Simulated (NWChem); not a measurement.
# Ionisation of S

```
S
```
Charge 0, spin multiplicity 3.

The numbers come from NWChem runs, not from measurements.

Basis set: def2-TZVP. −ε marks an orbital energy of the parent.

B3LYP has NWChem's definition, with VWN1-RPA local correlation. The stability of the SCF solutions was not checked.

Problem. One of these methods gave a first vertical ionisation energy of 6.07 eV. Which?
A. −ε(beta HOMO) of B3LYP
B. −ε(beta HOMO) of M06-2X
C. −ε(beta HOMO) of TPSS
D. −ε(beta HOMO) of PBE

Solution. D, −ε(beta HOMO) of PBE. The others give 7.14 (−ε(beta HOMO) of B3LYP), 8.47 (−ε(beta HOMO) of M06-2X), 6.26 (−ε(beta HOMO) of TPSS).
